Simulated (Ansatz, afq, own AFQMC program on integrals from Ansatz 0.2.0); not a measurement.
Integrals from Ansatz 0.2.0, then the random walk in our own AFQMC program (afq).

```yaml
crystal:
  periodic: [false, false, false]
  atoms:
    - {symbol: Si, position_ang: [0.000000, -0.073586, 1.527071]}
    - {symbol: Al, position_ang: [0.000000, 0.022525, -1.636470]}
    - {symbol: H, position_ang: [0.000000, 1.447437, 1.255960]}
basis:
  gaussian: {orbitals: 6-31G}
magnetization: {spin_polarized: false}
correlation: {method: ccsd_t, electrons: outside_noble_gas, hamiltonian_folder: ham}
```

```sh
$ ansatz run in.yaml --threads 1 --pin off --events-out ev --progress --plain --max-ram 24576MiB --backend cuda --devices 0, --max-vram 18GiB
```

Options of the walk:

```
--method phaseless --trial cisd --walkers 4000 --populations 20 --least-time 60 --time-step 0.005 --steps-per-block 50 --equilibration-blocks 28 --max-blocks 4000 --target-error 0.00017 --factor-cut 1e-05 --seed 4057 --release-times 0.24,0.51,0.99,1.62,2.4 --release-step 0.03 --release-every 3 --taylor-order 6
```

Times are imaginary, in 1/Eh. The walk had a cap of 122 s. With eight or more populations the least sampling time is a fifth of least-time, and the error comes from their spread.

afq prints:

```
orbitals 18  electrons 4 4  factors 106 of 310
reference energy -531.25654965 Eh
CCSD correlation -0.09944312 Eh in 16 cycles, weight of the determinant in the CISD state 0.8588
energy of the start -531.355999 Eh
 block  time / (1/Eh)  mean weight  energy / Eh
     1     0.250  1.0000  -531.354892
     2     0.500  0.9999  -531.354515
     3     0.750  0.9999  -531.354538
     4     1.000  1.0000  -531.354743
     5     1.250  1.0000  -531.355020
     8     2.000  0.9999  -531.355749
    11     2.750  1.0000  -531.356422
    14     3.500  0.9999  -531.356910
    17     4.250  0.9999  -531.357133
    20     5.000  0.9999  -531.357619
    23     5.750  1.0000  -531.357698
    26     6.500  1.0000  -531.357526
    29     7.250  1.0000  -531.357717
    32     8.000  1.0001  -531.357719
    33     8.250  1.0001  -531.357367
    35     8.750  1.0001  -531.357943
    38     9.500  1.0000  -531.357912
    41    10.250  1.0000  -531.357927
    44    11.000  0.9999  -531.357944
    47    11.750  1.0002  -531.357738
    50    12.500  1.0000  -531.357830
    53    13.250  1.0001  -531.357946
    56    14.000  1.0001  -531.358101
    59    14.750  1.0000  -531.358231
    62    15.500  1.0000  -531.358598
    65    16.250  1.0000  -531.357982
    68    17.000  1.0000  -531.357858
    71    17.750  1.0000  -531.358099
    74    18.500  1.0000  -531.358057
    77    19.250  0.9999  -531.358581
    78    19.500  1.0000  -531.358284
error from the spread of 20 populations
released: time / (1/Eh)  energy / Eh  error  mean overlap
  0.24  -531.358038  0.000079  0.9994
  0.51  -531.358046  0.000064  0.9997
  0.99  -531.358172  0.000060  0.9996
  1.62  -531.358196  0.000057  1.0045
  2.40  -531.358291  0.000081  1.0060
energy -531.357964 +/- 0.000100 Eh
(rows thinned)
```

The run passed its tests (sampling time, drift between the halves within three errors, error under three times the target), which doesn't prove that it has relaxed. The second half of the sampling lies below the first by 1.7 errors of their difference, so the energy may still be moving and its error bar be too small.

Against this walk (error 2.7 meV) on the same determinant: CCSD(T) 8.4 meV higher, CCSDT(Q) 14.1 meV lower, CCSDTQ 16.8 meV lower, full CI 17.1 meV lower. The error is statistical and leaves out the bias of the constraint. The released energies are still falling (meV from the phaseless value at times in 1/Eh: -2.0 ± 2.2 at 0.24, -2.2 ± 1.7 at 0.51, -5.7 ± 1.6 at 0.99, -6.3 ± 1.5 at 1.62, -8.9 ± 2.2 at 2.40), so they give no level. Full CI is exact here, so the walk's 17 meV above it is the walk's own error: the bias of the constraint with this trial, or a walk that hasn't relaxed.

Cautions: constraint bias not in the error; higher spins were not checked; restricted determinant unstable towards unrestricted (UHF 336 meV lower, ⟨S²⟩ 1.06); CCSDTQ on the UHF determinant differs (255 meV lower), perhaps since the unrestricted series falls towards higher spin.

The walk took 14 s on 1 × NVIDIA H100 80GB HBM3 with 2 threads of AMD EPYC 7R13 Processor (Zen 3), with other jobs on the host (the card was shared). The log's last line is the phaseless energy.

CCSDT and higher add their correlation energy to the determinant of the CCSD(T) run, since their own runs factorise the integrals more tightly (a shift of under 2 meV). A walk keeps the symmetry of its determinant, which the program's search chose and which needn't be the lowest solution, so a lower state of the same spin and another symmetry isn't excluded.
